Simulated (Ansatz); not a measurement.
Solid CO2 (dry ice) was calculated with LDA (Ansatz, a first-principles code, plane waves, PAW).

Settings: plane-wave cutoff 500 eV, 6×6×6 k mesh, gaussian smearing 0.02 eV, scalar-relativistic PAW data made under PBE.

Cell (relaxed at this level):

```
CO2
1.0
    5.28731     0.00000     0.00000
    0.00000     5.28731     0.00000
    0.00000     0.00000     5.28731
C O
4 8
Cartesian
  0.00000   2.64365   2.64365
  2.64365   0.00000   2.64365
  0.00000   0.00000   0.00000
  2.64365   2.64365   0.00000
  4.61752   3.31344   1.97387
  1.97387   4.61752   3.31344
  4.61752   4.61752   4.61752
  0.66979   0.66979   0.66979
  3.31344   1.97387   4.61752
  3.31344   0.66979   1.97387
  1.97387   3.31344   0.66979
  0.66979   1.97387   3.31344
```

What does this level give for the band gap?


- band gap = 6.81 eV (on the SCF k mesh)

Computed values are for the static lattice.

The result took very roughly 110 core-seconds.
